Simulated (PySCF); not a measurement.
# Mayer bond orders and bond lengths

Difluoromethane, CH₂F₂.
SMILES with atom numbers: `[F:1][CH2:2][F:3]` (hydrogens: H4, H5 on C2)

Geometry (GFN2-xTB, Å), atoms numbered from 1 in this order:
```xyz
5
CH2F2 angstrom
F     -1.0618    0.7495   -0.0673
C     -0.0007   -0.0729   -0.0014
F      1.1126    0.6798    0.0213
H     -0.0572   -0.6504    0.9316
H      0.0157   -0.7031   -0.9013
```

Bond orders from the PBE0/pcSseg-1 density (PySCF). Geometry: GFN2-xTB; no solvent, vibrations or thermal averaging.

Q: Where do the orders between heavy atoms depart from those drawn in the SMILES?

A: The largest departure is 0.028, at F1–C2 (drawn single, 0.972) and C2–F3 (drawn single, 0.972).

Q: Give the Mayer order of every bond, beside its length.

A: 
```
 bond  drawn as  length (Å)  Mayer order
F1–C2    single       1.344        0.972
C2–F3    single       1.344        0.972
C2–H4    single       1.099        0.956
C2–H5    single       1.099        0.956
```

Q: Sum the orders of all bonds at each heavy atom with more than one neighbour and set the sums beside the valence in the SMILES.

A: C2 3.856 (drawn 4). Orders between atoms that aren't bonded are not in these sums.

The Mayer order sums products of elements of PS (density times overlap matrix) between the two atoms' basis functions, so it depends on the basis set.
